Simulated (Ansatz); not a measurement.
Task: a saddle search for pyramidal inversion of H5Si2, SMILES [SiH2][SiH3], with Ansatz's Python interface. Give the script and its output. Use (for the species named): PBE0, 6-31G* basis, multiplicity 2.

Contents of `h5si2.xyz`:
```text
7

Si   -0.15180   -1.41230   -0.21250
Si    0.34370    0.85530   -0.07290
H    -0.05970   -2.05980    1.06740
H    -1.53190   -1.54160   -0.68180
H     0.19380    1.50860   -1.41480
H    -0.52400    1.57080    0.91010
H     1.79110    1.01100    0.35890
```

The script, `ts_h5si2.py`:
```python
'''Saddle point for pyramidal inversion in H5Si2.'''

import itertools
import warnings

import ansatz as az
from ase.data import atomic_numbers, covalent_radii
import numpy as np

BASIS_SET = '6-31G*'
FUNCTIONAL = 'pbe0'

warnings.simplefilter('ignore', az.DeckWarning)

system = az.Crystal.molecule_from_extxyz('h5si2.xyz')

calculation = (
    system.calculation()
    .basis(gaussian=BASIS_SET)
    .functional(FUNCTIONAL)
    .spin('collinear', total=1)
)
symbols = [site.symbol for site in system.cartesian_sites]
start = np.array([site.position_ang for site in system.cartesian_sites], dtype=float)
r = calculation.relax(force_tolerance=0.005).run().report
end = np.array(r['positions_ang'])

# start with the apex atom pushed most of the way into the plane of its neighbours
a, b, d = end[[1, 2, 3]]
normal = np.cross(b - a, d - a)
normal /= np.linalg.norm(normal)
flat = end.copy()
flat[0] -= 0.8 * ((end[0] - a) @ normal) * normal
guess = np.zeros_like(flat)
guess[0] = normal
near = az.Crystal.molecule()
for symbol, place in zip(symbols, flat):
    near = near.atom(symbol, place.tolist())
search = (
    near.calculation()
    .basis(gaussian=BASIS_SET)
    .functional(FUNCTIONAL)
    .spin('collinear', total=1)
    .saddle(mode_guess=guess.tolist(), force_tolerance=0.01, max_steps=40)
)
steps = []
top = search.session().plan().execute(on_event=lambda e: steps.append(e['data']) if e['event'] == 'saddle_step' else None).report
for s in steps:
    print(f'step {s["step"]:2d}  E = {s["lagrangian_ev"]:.5f} eV  force {s["allowed_force_max_ev_ang"]:.4f} eV/A  curvature {s["curvature_ev_ang2"]:.3f} eV/A^2')
print(f'minimum {r["free_energy_ev"]:.5f} eV, saddle {top["free_energy_ev"]:.5f} eV')
print(f'electronic barrier {23.060548 * (top["free_energy_ev"] - r["free_energy_ev"]):.2f} kcal/mol')
saddle = np.array(top['positions_ang'])
# pairs closer than 1.2 times the sum of covalent radii, before or after
radius = [covalent_radii[atomic_numbers[s]] for s in symbols]
span = lambda where, i, j: np.linalg.norm(where[i] - where[j])
bonded = [(i, j) for i, j in itertools.combinations(range(len(symbols)), 2) if min(span(end, i, j), span(saddle, i, j)) < 1.2 * (radius[i] + radius[j])]
print('pair        before    after (A)')
for i, j in bonded:
    print(f'{symbols[i]}{i}-{symbols[j]}{j}'.ljust(10), f'{span(end, i, j):8.4f} {span(saddle, i, j):8.4f}')
```

Output of `python ts_h5si2.py`:
```text
step  1  E = -15827.03863 eV  force 1.1228 eV/A  curvature -4.908 eV/A^2
step  2  E = -15827.13476 eV  force 0.4439 eV/A  curvature -3.651 eV/A^2
step  3  E = -15827.17051 eV  force 0.3116 eV/A  curvature -2.147 eV/A^2
step  4  E = -15827.17621 eV  force 0.0684 eV/A  curvature -2.674 eV/A^2
step  5  E = -15827.17710 eV  force 0.0196 eV/A  curvature -2.699 eV/A^2
step  6  E = -15827.17715 eV  force 0.0051 eV/A  curvature -2.723 eV/A^2
step  7  E = -15827.17716 eV  force 0.0002 eV/A  curvature -2.736 eV/A^2
minimum -15827.29550 eV, saddle -15827.17718 eV
electronic barrier 2.73 kcal/mol
pair        before    after (A)
Si0-Si1      2.3279   2.3064
Si0-H2       1.4924   1.4829
Si0-H3       1.4923   1.4829
Si1-H4       1.4899   1.4899
Si1-H5       1.4933   1.4914
Si1-H6       1.4900   1.4899
```

Notes:
- Total energies depend on the basis set; only differences at equal settings carry meaning.
- The energies are electronic: no zero-point or thermal terms, and the basis set is short of its limit. No separate frequency run checks the order of the saddle point.
- The run takes the species as open-shell (spin multiplicity 2), which needn't be its ground state.
- The script silences the warnings on its input, which a real study should read.
- It ran for 86 s on 1 thread of Arm Neoverse V1, on a shared host, peak memory 0.2 GiB.
